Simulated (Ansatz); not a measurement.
The input, for Ansatz 0.2.0:

```yaml
crystal:
  periodic: [false, false, false]
  atoms:
    - {symbol: Ti, position_ang: [0.000000, 0.000000, 0.789194]}
    - {symbol: Si, position_ang: [0.000000, 0.000000, -1.461806]}
    - {symbol: H, position_ang: [0.000000, 1.527869, 1.626677]}
    - {symbol: H, position_ang: [0.000000, -1.527869, 1.626677]}
basis:
  gaussian: {orbitals: def2-SVP}
magnetization: {spin_polarized: true, initial_magnetization: 4}
correlation: {method: ccsdt_q, electrons: outside_noble_gas}
```

```sh
$ ansatz run in.yaml --threads 1 --pin off --events-out ev --progress --plain --max-ram 2393MiB
```

Roughly how long does this take on 1 thread of Intel Xeon 6975P-C, shared host, and how much host memory?

52 s wall and 0.57 GiB.

```
1082 factors; integrals over basis functions are off by at most 2.0e-7 eV
mean field evaluation 1: about -30968.1793 eV, gradient 1.5e1 eV
mean field evaluation 2: about -30968.2285 eV, gradient 1.5e1 eV
mean field evaluation 4: about -30970.8843 eV, gradient 3.3e0 eV
mean field evaluation 8: about -30971.1572 eV, gradient 3.6e-1 eV
mean field evaluation 16: about -30971.1661 eV, gradient 1.9e-6 eV
mean field evaluation 32: about -30971.1659 eV, gradient 4.1e-2 eV
mean field evaluation 64: about -30970.9180 eV, gradient 3.8e-6 eV
mean field evaluation 96: about -30970.9523 eV, gradient 4.9e0 eV
mean field evaluation 128: about -30970.9180 eV, gradient 3.8e-6 eV
mean field evaluation 160: about -30970.7106 eV, gradient 7.2e-1 eV
...
cycle  17  -5.09536008 eV  change    1.7e-6 eV  update   5.2e-5
cycle  18  -5.09534213 eV  change    1.8e-5 eV  update   3.4e-5
cycle  19  -5.09533971 eV  change    2.4e-6 eV  update   2.1e-5
cycle  20  -5.09534112 eV  change   -1.4e-6 eV  update   1.3e-5
cycle  21  -5.09535440 eV  change   -1.3e-5 eV  update   8.0e-6
cycle  22  -5.09536109 eV  change   -6.7e-6 eV  update   5.3e-6
cycle  23  -5.09536299 eV  change   -1.9e-6 eV  update   3.6e-6
cycle  24  -5.09536521 eV  change   -2.2e-6 eV  update   2.7e-6
cycle  25  -5.09536545 eV  change   -2.4e-7 eV  update   1.8e-6
cycle  26  -5.09536532 eV  change    1.3e-7 eV  update   1.2e-6
perturbative correction -0.02081775 eV, -0.0007650384 hartree
Total energy: -30976.28227249 eV, -1138.3573770356 hartree
```
